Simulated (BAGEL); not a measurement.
# How the cost of HF grows with the basis: C3H6Cl2 (2,2-dichloropropane)

The species is C3H6Cl2 (11 atoms), meant as a singlet with charge 0. SMILES: `CC(C)(Cl)Cl`. The shape is that of a PBE0-D4/def2-TZVP optimisation.

HF (density fitting with tzvpp-jkfit), energy, BAGEL 1.2.2, on 1 thread of Intel Xeon at 2.30GHz, shared host. N is the number of basis functions, t the processor time.

| basis | N | t (s) | ln N | ln t |
| --- | --- | --- | --- | --- |
| pcseg-1 | 108 | 3 | 4.682 | 1.099 |
| aug-pcseg-1 | 177 | 4.9 | 5.176 | 1.589 |
| pcseg-2 | 242 | ? | 5.489 | ? |
| aug-pcseg-2 | 376 | 16 | 5.930 | 2.773 |

**Question.** Fit t = C·Nᵖ to the known rows and estimate the time in pcseg-2.

**Answer.** 
1. Means of the 3 rows: ln N = 5.26267, ln t = 1.8203.
2. Σ(Δln N)² = 0.79002, Σ(Δln N·Δln t) = 1.0746, so the slope is 1.0746/0.79002 = 1.3602.
3. Intercept: 1.8203 − (1.3602) × 5.26267 = -5.3380. The largest residual of the fit is 0.113.
4. ln t = -5.3380 + 1.3602 × 5.489, so t ≈ 8.4 s.

The run took 8.2 s, so the estimate is too long by a factor of about 1.0. The fitted power is 1.4, with the electron count fixed. So low a power shows that fixed costs still weigh.
